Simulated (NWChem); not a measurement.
# Correlation energy of ClNa

```xyz
2

Na     0.0000     0.0000    -1.4209
Cl     0.0000     0.0000     0.9194
```
Charge 0, spin multiplicity 1.

All runs are NWChem calculations. All single points use one geometry, from B3LYP/def2-SVP, a minimum by its harmonic frequencies.

Basis set: cc-pVDZ. Each correlation energy counts from its own Hartree-Fock reference.

The correlated methods keep 6 core orbitals frozen. The structure started from a generated list of species. No row is a measurement; the coupled-cluster row has its own basis-set and correlation limits.

```
method        correlation energy (mHa)
------------  ------------------------
MP2                                [?]
SCS-MP2                            [?]
CR-CCSD[T]                      -155.8
CR-CCSD(T)                      -155.7
CCSD                               [?]
CCSD+T(CCSD)                    -156.1
CCSD(T)                         -156.0
CCSDT                           -156.2
```

Problem. Complete the blanks.

Solution. 
- MP2, correlation energy (mHa): -142.0
- SCS-MP2, correlation energy (mHa): -137.0
- CCSD, correlation energy (mHa): -153.8
